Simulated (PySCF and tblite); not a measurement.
Results of a calculation; reference values are marked as such.
Ethane, 1,1,2-trifluoro, C₂H₃F₃, numbered as in [F:1][CH2:2][CH:3]([F:4])[F:5].

Search: ETKDG and KDG, MMFF94s, GFN2-xTB, 60 starts; geometries at GFN2-xTB. Energies: TPSS-D3(BJ)/def2-TZVP (IEF-PCM, tetrahydrofuran), with GFN2-xTB thermal terms (modes under about 100 cm⁻¹ blended into free rotors). Symmetry numbers and mirror images are counted. Conformers within 4 kcal/mol (GFN2-xTB free energy) were kept, 10 at most. Programs: PySCF with density fitting and tblite.

Torsions listed: F1–C2–C3–F4. Of a mirror pair one member is shown.

```tsv
conformer	shape	symmetry	dipole D
1	94°	C1 (pair)	1.16
2	-59°	Cs	3.48
```

(1) Which of these conformers is the most populated at 298.15 K, and with what share?

(2) Give the DFT energies and free energies relative to the lowest, and all weights.

(3) How does its share change from 220 K to 500 K?

## Answers

(1) Conformer 2, about 63 %. The lead over the next is within the error of the method.

(2) 
```json
{"conformer": "1", "shape": "94°", "E(DFT) kcal/mol": "0.74", "G(298.15 K) kcal/mol": "0.32", "weight %": "36.8"}
{"conformer": "2", "shape": "-59°", "E(DFT) kcal/mol": "0.00", "G(298.15 K) kcal/mol": "0.00", "weight %": "63.2"}
```

(3) From 72 % to 52 %; the mixing entropy goes from 1.56 to 2.04 cal/(mol K).
